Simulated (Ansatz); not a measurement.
**B₂H (quartet): from Hartree-Fock to the top rungs at distance B1–H3 = 2.629 Å, 6-31G**

Aim: climb from Hartree-Fock through coupled cluster and multireference methods for B₂H (quartet) at one geometry and basis, and see what each rung misses.

Program: Ansatz 0.2.0, Gaussian basis. Level of theory: 6-31G, core rule «outside noble gas», up to 2 orbitals frozen. These are calculated values, not measurements.

To be run: UHF; CCSD(T) on ROHF; CCSD(T) on UHF; BCCD(T) on ROHF; CISD; CCSDT(Q) on ROHF; CCSDT(Q) on UHF; CISDTQ; CCSDTQ on ROHF; CCSDTQ on UHF; CASSCF and MRCISD+Q, 5 electrons in 5 orbitals; CASSCF and NEVPT2, 5 electrons in 5 orbitals; CASSCF and MRCISD+Q, 7 electrons in 9 orbitals; CASSCF and NEVPT2, 7 electrons in 9 orbitals; Full CI.

24 further runs of the same task are left out: 2 for a known fault of the program, 17 that didn't finish, 5 set aside as unsound or not needed.

## 1. The system

The geometry derives from a PBE0/def2-TZVP stationary point (not a proven minimum). One bond is set to the value named and the two fragments are kept rigid.

3 atoms, charge 0, spin multiplicity 4.

Atoms are counted from 1 here; the program's logs count them from 0.

Bond lengths: B1–B2 1.520 Å.

## 2. UHF

in.yaml

```yaml
crystal:
  periodic: [false, false, false]
  atoms:
    - {symbol: B, position_ang: [0.000000, 0.000000, -0.369524]}
    - {symbol: B, position_ang: [0.000000, 0.000000, -1.889951]}
    - {symbol: H, position_ang: [0.000000, 0.000000, 2.259476]}
basis:
  gaussian: {orbitals: 6-31G}
magnetization: {spin_polarized: true, initial_magnetization: 3}
hamiltonian: {xc: hf}
output: {orbitals: {seedname: orbitals}}
```

Run with:

```sh
$ ansatz run in.yaml --threads 1 --pin off --events-out ev --progress --plain --max-ram 2393MiB
```

The runs that follow: CCSD(T) on ROHF; CCSD(T) on UHF; BCCD(T) on ROHF; CISD; CCSDT(Q) on ROHF; CCSDT(Q) on UHF; CISDTQ; CCSDTQ on ROHF; CCSDTQ on UHF; CASSCF and MRCISD+Q, 5 electrons in 5 orbitals; CASSCF and NEVPT2, 5 electrons in 5 orbitals; CASSCF and MRCISD+Q, 7 electrons in 9 orbitals; CASSCF and NEVPT2, 7 electrons in 9 orbitals; Full CI.

**Question.** What will the summary of the whole plan be? Wanted: FCI below the RHF energy; RMP2 from FCI; UMP2 from FCI; RCCSD from FCI; RCCSD(T) from FCI; UCCSD(T) from FCI; RCCSDT(Q) from FCI; UCCSDT(Q) from FCI; NEVPT2 pair from FCI.

As calculated:

| quantity | value |
| --- | --- |
| FCI below the RHF energy | -4.5203 eV |
| RMP2 from FCI | +42.41 kcal/mol |
| UMP2 from FCI | +17.30 kcal/mol |
| RCCSD from FCI | +5.83 kcal/mol |
| RCCSD(T) from FCI | +1.33 kcal/mol |
| UCCSD(T) from FCI | +2.64 kcal/mol |
| RCCSDT(Q) from FCI | +0.05 kcal/mol |
| UCCSDT(Q) from FCI | +0.03 kcal/mol |
| NEVPT2 pair from FCI | +15.52 kcal/mol |
| MRCISD+Q pair from FCI | +0.84 kcal/mol |
| NEVPT2 valence from FCI | +4.20 kcal/mol |
| levels within 1 kcal/mol (43 meV) | RCCSDT, UCCSDT, CISDTQ, RCCSDT(Q), UCCSDT(Q), RCCSDTQ, UCCSDTQ, MRCISD+Q pair, MRCISD valence, MRCISD+Q valence |
| T1 diagnostic | 0.100 |
| effectively unpaired electrons | 4.09 |

What this shows: RCCSD(T) misses by +1.33 kcal/mol, 1.3 % of the correlation energy. CCSD(T) misses by +1.33 kcal/mol on the restricted determinant and by +2.64 kcal/mol on the unrestricted one; the two need not hold the same state or core. The occupations show strong static correlation (4.1 unpaired electrons where one determinant has 3). Coupled cluster on one determinant still stays close here. Of the multireference levels listed MRCISD+Q valence comes nearest in total energy (+0.20 kcal/mol), which doesn't show that its space is the better one. These misses are within one basis, not against nature; the frozen cores of restricted and unrestricted runs differ, which can shift their rows.
